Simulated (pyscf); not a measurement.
# Four-centre exchange: :HC–F [singlet] + HF → HF + :HC–F [singlet]

Gas phase, singlet surface, charge 0. Bonds broken: F1–C2, F4–H5. Bonds formed: F1–H5, C2–F4. Structures and frequencies: ωB97X-D3(BJ)/def2-SVP in PySCF. Correlated levels are frozen-core, on RHF or UHF. ΔMP2 is the change of the MP2 total energy from the triple- to the quadruple-zeta basis.

Transition state (Å):

```xyz
5

F     -0.3849     0.3901     0.2694
C     -1.2644    -0.7870     0.9134
H     -0.6662    -1.6235     0.4862
F     -2.1426    -0.5224    -0.4025
H     -1.2838     0.2530    -0.4460
```

One imaginary mode, 970i cm⁻¹; descent along it reached the two sides named, in the forms told below.

```json
[
 {"bond": "F1–C2", "change": "breaks", "reactant side (Å)": "1.288", "saddle": "1.604", "product side": "2.9"},
 {"bond": "F4–H5", "change": "breaks", "reactant side (Å)": "0.944", "saddle": "1.158", "product side": "2.9"},
 {"bond": "F1–H5", "change": "forms", "reactant side (Å)": "2.8", "saddle": "1.157", "product side": "0.941"},
 {"bond": "C2–F4", "change": "forms", "reactant side (Å)": "2.8", "saddle": "1.604", "product side": "1.289"}
]
```

Electronic energies relative to the separated reactants (eV):

```tsv
level	barrier	reaction energy	reverse barrier
ωB97X-D3(BJ)/def2-TZVP	1.13	0.00	1.13
PBE/def2-TZVP	0.76	0.00	0.76
r²SCAN/def2-TZVP	0.84	0.00	0.84
B3LYP-D3(BJ)/def2-TZVP	1.07	0.00	1.07
PBE0-D3(BJ)/def2-TZVP	0.99	0.00	0.99
M06-2X/def2-TZVP	1.09	0.00	1.09
ωB97M-D3(BJ)/def2-TZVP	1.10	0.00	1.10
HF/def2-TZVP	2.00	0.00	2.00
MP2/def2-QZVPP	1.16	0.00	1.16
CCSD/def2-TZVPP	1.37	0.00	1.37
CCSD(T)/def2-TZVPP	1.23	0.00	1.23
CCSD(T)/def2-TZVPP + ΔMP2(QZVPP)	1.24	0.00	1.24
```

With CCSD(T)/def2-TZVPP + ΔMP2(QZVPP) energies and thermal terms (ideal gas, 1 atm, RRHO with modes under 100 cm⁻¹ raised to 100, one conformer, R ln 2 for rigid chiral ones), in eV:

```tsv
T (K)	ΔH‡	ΔG‡	ΔH	ΔG
298	1.22	1.66	0.00	0.00
600	1.20	2.12	0.00	0.00
900	1.20	2.59	0.00	0.00
1200	1.22	3.05	0.00	0.00
```

On the reactant side the descent ends in a bound adduct (not fully relaxed), 0.46 eV under the separated species and 1.58 eV under the saddle at ωB97X-D3(BJ)/def2-TZVP. On the product side the descent ends in a bound adduct (not fully relaxed), 0.43 eV under the separated species and 1.56 eV under the saddle at ωB97X-D3(BJ)/def2-TZVP. The same reactants have a lower exit, to F–CH₂–F (barrier -0.05 eV at ωB97M-D3(BJ), against +1.10 eV here). This is the saddle that the search found; another between the same sides may lie lower. 2 of the closed-shell references are unstable towards spin polarisation; treat their single-reference values with care. The CCSD(T) − MP2 part came from Ansatz, without density fitting, on the same reference.
